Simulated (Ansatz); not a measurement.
`B[SiH2]Cl` + H₂S → `S[SiH2]Cl` + BH₃ at 700 K and 1 bar (cleavage of the Si–B bond).

Program: Ansatz. Geometries: PBE0-D4/def2-TZVP. ΔE: electronic, gas phase. CCSD(T)/CBS adds triple-zeta CCSD(T) − MP2 to the extrapolated MP2 energy (def2 sets, frozen cores). This one scheme is used for every species. Each species was taken in one conformer, which may not be the lowest.

| species | CCSD(T)/CBS energy (Eh) | H − E (kJ/mol) | S (J/(mol·K)) |
| --- | --- | --- | --- |
| `B[SiH2]Cl` | -776.05948 | 156.8 | 388.5 |
| H₂S | -398.97279 | 64.8 | 236.9 |
| `S[SiH2]Cl` | -1148.50980 | 126.8 | 380.7 |
| BH₃ | -26.55200 | 96.5 | 225.0 |

H − E and S are ideal-gas, rigid-rotor, harmonic terms from PBE0-D4/def2-TZVP, for one conformer and one mirror image of each species. 1 Eh = 2625.50 kJ/mol, R = 8.31446 J/(mol·K).

Task: By hand: ΔE, ΔH, ΔS and ΔG.

Result: ΔE = (-1148.50980) + (-26.55200) − (-776.05948) − (-398.97279) = -0.02953 Eh = -77.5 kJ/mol. Δ(H − E) = 126.8 + 96.5 − 156.8 − 64.8 = 1.7, so ΔH = -75.8 kJ/mol. ΔS = 380.7 + 225.0 − 388.5 − 236.9 = -19.7 J/(mol·K). ΔG = -75.8 − 700 × (-19.7)/1000 = -62.0 kJ/mol.

Task: By hand: the equilibrium constant, and the temperature at which ΔG would vanish if ΔH and ΔS stayed fixed.

Result: log₁₀ K = −ΔG/(RT ln 10) = 4.6. ΔG = 0 at ΔH/ΔS = 3848 K, far beyond where these terms or the molecules hold.

ΔH outweighs TΔS. A doubt of 5 kJ/mol in ΔE shifts log₁₀ K by 0.4 here. Other conformers and mirror images would add mixing entropy, several J/(mol·K) or more a flexible species. These are equilibria of isolated gas molecules and say nothing of rates. Largest T1 diagnostic: 0.010 (customary marks: 0.02 for closed shells, 0.045 for open ones).
